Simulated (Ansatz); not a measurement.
## CHNO, SMILES N=C=O: the interaction energy of a dimer with the counterpoise correction

Computed with the Python package of Ansatz (0.2.0).

`chno_dimer.py`
```python
# -*- coding: utf-8 -*-
"""Interaction energy of two CHNO molecules, with the counterpoise correction."""

import ansatz as az

FIRST = [
    ("N", (0.5064, -0.3499, -0.3509)),
    ("C", (-0.4622, 0.1859, 0.0878)),
    ("O", (-1.4978, 0.6291, 0.3387)),
    ("H", (1.4536, -0.4651, -0.0757)),
]
SECOND = [
    ("N", (-2.7959, -4.1233, -1.9099)),
    ("C", (-2.7243, -3.2013, -1.1598)),
    ("O", (-2.4517, -2.2969, -0.497)),
    ("H", (-3.4984, -4.7608, -2.2038)),
]

def energy(atoms, ghosts=()):
    molecule = az.Crystal.molecule()
    for symbol, xyz in atoms:
        molecule = molecule.atom(symbol, xyz)
    calc = (
        molecule.calculation()
        .basis(gaussian="def2-SVPD")
        .functional("b3lyp", dispersion="d4")
    )
    deck = calc.input()
    if ghosts:
        deck = deck.set(az.key.basis.gaussian.ghost_atoms, [{"symbol": s, "position_ang": list(xyz)} for s, xyz in ghosts])
    return az.Session.from_dict(deck).plan().execute().report["free_energy_ev"]


def main():
    # ghost atoms carry the functions of the partner
    both = energy(FIRST + SECOND)
    alone = energy(FIRST) + energy(SECOND)
    ghosted = energy(FIRST, SECOND) + energy(SECOND, FIRST)
    print(f"dimer {both:.6f} eV")
    print(f"interaction, uncorrected   {23.060548 * (both - alone):8.3f} kcal/mol")
    print(f"interaction, counterpoise  {23.060548 * (both - ghosted):8.3f} kcal/mol")
    print(f"basis-set superposition    {23.060548 * (alone - ghosted):8.3f} kcal/mol")


if __name__ == "__main__":
    main()
```

```console
$ python chno_dimer.py
dimer -9174.200078 eV
interaction, uncorrected     -0.939 kcal/mol
interaction, counterpoise    -0.396 kcal/mol
basis-set superposition       0.543 kcal/mol
```

Uncorrected it is -0.939 kcal/mol, with the counterpoise correction -0.396 kcal/mol; the difference, 0.54 kcal/mol, is the superposition error.

What to keep in mind:
- Total energies depend on the basis set; only differences at equal settings carry meaning.
- The dimer is a generated trial pose of unrelaxed monomers, not a minimum, so the figure is no binding energy, and the basis set is small.
- b3lyp holds the VWN-RPA fit, as in Gaussian; the form of ORCA and Turbomole is b3lyp5.
- Run time: 9.8 s on 1 thread of Arm Neoverse V2, with other jobs on the host, peak memory 0.28 GiB.

(A comment or docstring line of the script was reworded after the run, the code is as it ran; lines on the test bed's own set-up are left out of the output.)
